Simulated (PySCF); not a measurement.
**Static response to an electric field**

C2H6S.
Numbering: `[CH3:1][S:2][CH3:3]` (hydrogens: H4, H5, H6 on C1; H7, H8, H9 on C3)

Cartesian coordinates in Å at the GFN2-xTB level; atoms count from 1:
```
atom  x, y, z in Å
C1    -1.3699   -0.1001   -0.0372
S2     0.0823   -1.1200   -0.4162
C3     1.3746    0.0760    0.0226
H4    -1.3615    0.7886   -0.6623
H5    -2.2457   -0.7010   -0.2574
H6    -1.3590    0.1717    1.0149
H7     2.3282   -0.4051   -0.1647
H8     1.2763    0.9615   -0.5994
H9     1.2882    0.3345    1.0745
```

Level: CAM-B3LYP/def2-SVPD (PySCF), static field, nuclei fixed, core orbitals frozen in the response. The polarisability tensor in these axes (au):

```
x   55.16  0.51  0.16
y    0.51 46.60  1.91
z    0.16  1.91 42.13
```

Question: Diagonalise the tensor; give its mean and Δα, where Δα² is half the sum of the squared differences of the eigenvalues.

Answer: Principal values 41.43, 47.27 and 55.20 au; mean 47.96 au = 7.11 Å³ = 7.91 × 10⁻⁴⁰ C²·m²/J; Δα = 11.97 au (25 % of the mean).

Question: What is the dipole moment, and where does it point?

Answer: (-0.11, 1.59, 0.58) D, 1.69 D in size, pointing from the negative to the positive side. Measured along this direction, the outermost atoms are S2 at the negative end and H8, H6, H4 and H9 at the positive end.

Question: In TDDFT the mean static polarisability is Σ f/ω² over all singlet excitations (ω in hartree). How much of it do the 8 lowest give? Their energies (eV) and oscillator strengths: 5.40, 0.0000; 5.94, 0.0189; 6.36, 0.0147; 6.96, 0.0550; 7.33, 0.0006; 7.46, 0.0000; 8.09, 0.0864; 8.15, 0.0000.

Answer: They add up to 2.49 au, 5.2 % of the 47.96 au; the largest single term is 0.98 au, from the state at 8.09 eV. Terms in order: 0.00, 0.40, 0.27, 0.84, 0.01, 0.00, 0.98, 0.00 au. Higher excitations give the rest. The strengths listed sum to 0.176.

Question: What molar refraction does this α imply?

Answer: Lorentz–Lorenz: R = (4π/3)N_A α = 2.5225 cm³/(mol·Å³) × 7.11 Å³ = 17.9 cm³/mol, in the limit of long wavelengths.

Question: What would n − 1 = 2πNα be for an ideal gas of these molecules at 298.15 K and 1 atm, electronic part alone?

Answer: N = p/kT = 2.4615 × 10¹⁹ cm⁻³, so n − 1 = 2π × N × 7.11 × 10⁻²⁴ cm³ = 1099 × 10⁻⁶ at long wavelengths.

Question: Along which axes do the principal values lie, and how far do the nuclei extend along each?

Answer: Largest value along (1.00, 0.06, 0.02), where the nuclei span 4.58 Å; middle along (-0.07, 0.94, 0.35), 1.80 Å; least along (0.00, -0.35, 0.94), 1.79 Å. 

Geometry: GFN2-xTB; no solvent, vibrations or thermal averaging.
